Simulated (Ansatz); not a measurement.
# CHAl (triplet): wave-function methods side by side at distance Al1–C2 = 2.671 Å, cc-pVDZ

How much of the correlation energy of CHAl (triplet) does each wave-function method recover here?

Computed with Ansatz 0.2.0, Gaussian basis. Level: cc-pVDZ, core rule «outside noble gas», up to 6 orbitals frozen.

Plan: UHF; CCSD(T) on ROHF; CCSD(T) on UHF; BCCD(T) on ROHF; CISD as a restricted active space (open shells left free, so some higher excitations enter); CCSDT(Q) on ROHF; CCSDT(Q) on UHF; CISDTQ; CCSDTQ on ROHF; CCSDTQ on UHF; CASSCF and MRCISD+Q, 4 electrons in 4 orbitals; CASSCF and NEVPT2, 4 electrons in 4 orbitals; CASSCF and MRCISD+Q, 8 electrons in 9 orbitals; CASSCF and NEVPT4(SD), 8 electrons in 9 orbitals; CASSCF and NEVPT2, 8 electrons in 9 orbitals; Full CI.

### 1 The system

The geometry derives from a PBE0/def2-TZVP stationary point (not a proven minimum). One bond is set to the value named and the two fragments are kept rigid.

3 atoms, charge 0, spin multiplicity 3.

Atoms are counted from 1 here; the program's logs count them from 0.

Bond lengths: Al1–H3 1.601 Å.

### 2 UHF

Contents of in.yaml:

```yaml
crystal:
  periodic: [false, false, false]
  atoms:
    - {symbol: Al, position_ang: [0.000000, 0.000000, 0.356700]}
    - {symbol: C, position_ang: [0.000000, 0.000000, -2.314300]}
    - {symbol: H, position_ang: [0.000000, 0.000000, 1.957600]}
basis:
  gaussian: {orbitals: cc-pVDZ}
magnetization: {spin_polarized: true, initial_magnetization: 2}
hamiltonian: {xc: hf}
output: {orbitals: {seedname: orbitals}}
```

Command:

```
$ ansatz run in.yaml --threads 1 --pin off --events-out ev --progress --plain --max-ram 2624MiB --backend cpu
```

Further steps of the session: CCSD(T) on ROHF; CCSD(T) on UHF; BCCD(T) on ROHF; CISD as a restricted active space (open shells left free, so some higher excitations enter); CCSDT(Q) on ROHF; CCSDT(Q) on UHF; CISDTQ; CCSDTQ on ROHF; CCSDTQ on UHF; CASSCF and MRCISD+Q, 4 electrons in 4 orbitals; CASSCF and NEVPT2, 4 electrons in 4 orbitals; CASSCF and MRCISD+Q, 8 electrons in 9 orbitals; CASSCF and NEVPT4(SD), 8 electrons in 9 orbitals; CASSCF and NEVPT2, 8 electrons in 9 orbitals; Full CI.

Q: Predict the results of all the runs planned. Wanted: FCI from the RHF energy; RMP2 from FCI; UMP2 from FCI; RCCSD from FCI; RCCSD(T) from FCI; UCCSD(T) from FCI; RCCSDT(Q) from FCI; UCCSDT(Q) from FCI; NEVPT2 pair from FCI.

As calculated:

| quantity | value |
| --- | --- |
| FCI from the ROHF energy | -4.7191 eV |
| RMP2 from FCI | +1383.0 meV |
| UMP2 from FCI | +1345.1 meV |
| RCCSD from FCI | +247.8 meV |
| RCCSD(T) from FCI | +91.0 meV |
| UCCSD(T) from FCI | +91.1 meV |
| RCCSDT(Q) from FCI | +1.4 meV |
| UCCSDT(Q) from FCI | -0.6 meV |
| NEVPT2 pair from FCI | +1338.8 meV |
| MRCISD+Q pair from FCI | +77.9 meV |
| NEVPT2 valence from FCI | +719.9 meV |
| levels within 1 kcal/mol (43 meV) | RCCSDT, UCCSDT, CISDTQ, RCCSDT(Q), UCCSDT(Q), RCCSDTQ, UCCSDTQ, MRCISD+Q valence |
| T1 diagnostic | 0.048 |
| effectively unpaired electrons | 2.21 |

RCCSD(T) lands +91.0 meV from the yardstick (1.9 % of the correlation energy). The occupations show static correlation (2.21 effectively unpaired electrons where one determinant has 2). Of the multireference levels listed MRCISD+Q valence comes nearest in total energy (+8.8 meV), which doesn't show that its space is the better one. These misses are within one basis, not against nature; the frozen cores of restricted and unrestricted runs differ, which can shift their rows.

Levels on UHF freeze UHF's core orbitals, full CI those of ROHF, so the U rows can settle a little off it for that reason alone.

With open shells the CI space here admits some higher excitations, so it is larger than plain CISD.
